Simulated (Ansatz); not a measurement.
Two structures of C2H10Si, singlet, reached by relaxing down either side of one saddle point (PBE0-D4/def2-TZVP). Energies are electronic, without zero-point energy. Computed with Ansatz 0.2.0 (basis: def2-TZVPP and def2-QZVPP); correlated methods freeze the cores. Extrapolation: Hartree–Fock as exp(−7.88 √X), correlation as X^−2.97. First:

```xyz
13
angstrom
Si -1.0405 0.6674 0.6466
C -0.2430 -0.7117 -0.3441
C 0.2695 -0.2590 -1.7083
H -2.2088 1.2258 -0.0895
H -0.0688 1.7745 0.8706
H -1.5073 0.1769 1.9721
H 2.1257 -0.2374 2.6375
H 1.8651 0.4268 2.4176
H 0.5744 -1.1302 0.2524
H -0.9771 -1.5165 -0.4584
H -0.5386 0.1420 -2.3257
H 1.0237 0.5262 -1.6102
H 0.7255 -1.0846 -2.2606
```

Second:

```
13
angstrom
Si -0.9767 1.5981 1.6977
C 0.4560 -1.5260 -0.5367
C 0.7650 -0.4728 -1.5856
H -1.7471 0.7982 0.7128
H -1.2472 3.0418 1.4811
H -1.3872 1.2196 3.0733
H 0.9299 -1.2878 0.4188
H 0.4740 1.3360 1.5239
H 0.8142 -2.5115 -0.8438
H -0.6190 -1.6080 -0.3585
H 0.4064 0.5129 -1.2791
H 1.8399 -0.3895 -1.7626
H 0.2917 -0.7108 -2.5412
```

Question: Which bonds change from the first to the second?

Answer: C₂H₈Si (CC[SiH3]) + H₂ → C₂H₆ (CC) + SiH₄; bonds formed: Si1–H8, C2–H7; bonds broken: Si1–C2, H7–H8.

Question: Give the saddle point's structure and its height above each. (Judge from chemistry; the value comes from the calculation.)

Answer: The calculation gives: 304.6 kJ/mol above the first and 336.7 kJ/mol above the second (CCSD(T) at an estimated basis limit (MP2 extrapolated from triple and quadruple zeta, plus CCSD(T) − MP2 in triple zeta)).
```
13
angstrom
Si -0.6171 0.7823 1.0733
C 0.1458 -0.8556 -0.1472
C 0.4369 -0.2409 -1.5024
H -1.7577 0.7670 0.0669
H -0.0715 2.1527 0.8823
H -1.3012 0.4282 2.3433
H 0.6470 -0.2323 0.9557
H 0.8661 0.4209 1.8700
H 0.9215 -1.5880 0.1263
H -0.8067 -1.3892 -0.1003
H -0.3461 0.4654 -1.7895
H 1.3901 0.2939 -1.4959
H 0.4927 -1.0042 -2.2826
```

No T1 diagnostic of these runs exceeds 0.011. The end structure is not quite a true minimum (one mode of 47i cm⁻¹).

For scale, one of the runs: CCSD(T)/def2-TZVPP, 244 basis functions, launched by `ansatz run in.yaml --threads 4 --pin off --events-out ev --progress --plain --max-ram 9574MiB`. Time: 68 s of wall clock on 4 CPU threads of an Arm Neoverse V1; the host was shared. Peak host memory: 4.8 GiB.
